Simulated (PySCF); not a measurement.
Molecule: `CC(C)(C)CO`, C$_{5}$H$_{12}$O.

Atom-mapped SMILES (the numbers label the heavy atoms): `[CH3:1][C:2]([CH3:3])([CH3:4])[CH2:5][OH:6]`. Hydrogens are named by the atom that carries them.

Geometry PBE0-D3(BJ)/def2-SVP throughout; GIAO in PySCF 2.14, gas phase, one conformer, non-relativistic; equivalent atoms averaged; basis pcSseg-1.

For orientation, PBE0 gives these absolute shieldings σ: C5 109.0, C2 151.9, C1/C3/C4 156.6, O6 305.6, H(C5) 27.94, H(C1)/H(C3)/H(C4) 30.33, H(O6) 31.14 ppm.

A run gave: C5 96.7, C2 135.3, C1/C3/C4 144.8, O6 290.7, H(C5) 28.35, H(C1)/H(C3)/H(C4) 30.63, H(O6) 31.25 ppm (absolute shieldings σ).

Task: Which functional was used in that run?
A. CAM-B3LYP
B. KT3
C. LDA
D. BHandHLYP
E. WP04

Result: E. C2 tells them apart best: WP04 gives 135.3, KT3 gives 148.2, CAM-B3LYP gives 149.5, BHandHLYP gives 152.5, LDA gives 144.6 ppm.
